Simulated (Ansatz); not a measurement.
**Au: computed DOS**

```cif
data_structure
_symmetry_space_group_name_H-M 'Fm-3m'
_symmetry_Int_Tables_number 225
_cell_length_a 4.1565
_cell_length_b 4.1565
_cell_length_c 4.1565
_cell_angle_alpha 90.000
_cell_angle_beta 90.000
_cell_angle_gamma 90.000
_cell_volume 71.81
loop_
_atom_site_label
_atom_site_type_symbol
_atom_site_symmetry_multiplicity
_atom_site_Wyckoff_symbol
_atom_site_fract_x
_atom_site_fract_y
_atom_site_fract_z
_atom_site_occupancy
Au1 Au 4 a 0.00000 0.00000 0.00000 1
```

The runs use the primitive cell with vectors (0.000, 2.078, 2.078), (2.078, 0.000, 2.078), (2.078, 2.078, 0.000) Å, to which the k mesh refers.

The structure comes from a relaxation in the same program, started in the fcc type, and has space group Fm-3m. Whether it is a known phase or the ground state wasn't checked.

Spin–orbit coupling is left out, though it moves levels of the heavy atoms by tenths of an eV or more.

Method: DFT, PBE, all-electron LAPW, scalar-relativistic (Ansatz 0.2.0).

Numerical set-up: a Γ-centred 14×14×14 k mesh, Fermi–Dirac smearing of 0.03 eV, basis error target 1 meV/atom, no spin polarisation.

**Question.** Where is the centre of the filled Au 5d states between -14 eV and the top of the filled states?

**Answer.** -3.82 eV from the Fermi level.

**Question.** Tabulate the density of states.

**Answer.** States per eV and cell, averaged over 0.4 eV, from -5.8 to 4.0 eV, with energies (bin centres) from the Fermi level; empty bins are left out. The partial columns, the largest 2 alone, are projections on Löwdin-orthogonalised atomic shells (those that the program's projection atoms carry: the occupied ones and, for some elements, an empty d or f shell; other empty shells have no column), summed over atoms of an element. Weights on diffuse s and p shells depend on that basis and aren't pure angular character.
```csv
E (eV),total,Au 5d,Au 6s
-5.7,1.87,1.69,0.17
-5.3,1.38,1.33,0.04
-4.9,2.06,1.98,0.05
-4.5,2.13,2.03,0.07
-4.1,3.32,3.14,0.14
-3.7,1.82,1.71,0.08
-3.3,2.08,1.98,0.06
-2.9,2.16,2.08,0.05
-2.5,1.76,1.70,0.04
-2.1,2.59,2.51,0.06
-1.7,1.55,1.48,0.06
-1.3,0.30,0.20,0.08
-0.9,0.28,0.16,0.10
-0.5,0.30,0.14,0.12
-0.1,0.30,0.11,0.13
0.3,0.29,0.09,0.13
0.7,0.29,0.08,0.14
1.1,0.30,0.06,0.14
1.5,0.29,0.05,0.14
1.9,0.28,0.04,0.14
2.3,0.29,0.04,0.16
2.7,0.27,0.03,0.17
3.1,0.35,0.04,0.22
3.5,0.35,0.03,0.19
3.9,0.26,0.02,0.11
```
